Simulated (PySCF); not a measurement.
Input file for PySCF: D3(BJ) and D4 dispersion corrections on C2H4 (SMILES C=C).

```python
from pyscf import gto
from pyscf.dispersion import dftd3, dftd4

mol = gto.M(
    atom='''
    C     0.00000000    0.64634385   -1.60849815
    C     0.00000000   -0.67914355   -1.45381675
    H    -0.92399961   -1.24016223   -1.38784883
    H     0.92399961   -1.24016223   -1.38784883
    H     0.92403607    1.20737602   -1.67357285
    H    -0.92403607    1.20737602   -1.67357285
    ''',
    basis='def2-svp',
    charge=0, spin=0, verbose=0, max_memory=1800)
d3, d4 = {}, {}
for xc in ['hf', 'pbe', 'blyp', 'revpbe', 'tpss', 'r2scan', 'b3lyp', 'pbe0', 'bhlyp', 'camb3lyp', 'b2plyp']:
    d3[xc] = float(dftd3.DFTD3Dispersion(mol, xc=xc, version='d3bj', atm=False).get_dispersion()['energy'])
    print(f'D3(BJ) {xc:10s} {d3[xc]:14.8f} Eh')
for xc in ['hf', 'pbe', 'blyp', 'revpbe', 'tpss', 'r2scan', 'b3lyp', 'pbe0', 'bhlyp', 'camb3lyp', 'b2plyp']:
    d4[xc] = float(dftd4.DFTD4Dispersion(mol, xc={'camb3lyp': 'cam-b3lyp'}.get(xc, xc), atm=True).get_dispersion()['energy'])
    print(f'D4     {xc:10s} {d4[xc]:14.8f} Eh')
```

The log:

```
D3(BJ) hf            -0.02415610 Eh
D3(BJ) pbe           -0.00235269 Eh
D3(BJ) blyp          -0.00489409 Eh
D3(BJ) revpbe        -0.00652224 Eh
D3(BJ) tpss          -0.00284707 Eh
D3(BJ) r2scan        -0.00058229 Eh
D3(BJ) b3lyp         -0.00394354 Eh
D3(BJ) pbe0          -0.00190194 Eh
D3(BJ) bhlyp         -0.00294266 Eh
D3(BJ) camb3lyp      -0.00156154 Eh
D3(BJ) b2plyp        -0.00170269 Eh
D4     hf            -0.00849456 Eh
D4     pbe           -0.00190690 Eh
D4     blyp          -0.00449363 Eh
D4     revpbe        -0.00775839 Eh
D4     tpss          -0.00259694 Eh
D4     r2scan        -0.00044570 Eh
D4     b3lyp         -0.00306420 Eh
D4     pbe0          -0.00154951 Eh
D4     bhlyp         -0.00198779 Eh
D4     camb3lyp      -0.00151300 Eh
D4     b2plyp        -0.00130964 Eh
```

The run finished.

Cost: around 0.03 core-seconds (rough).
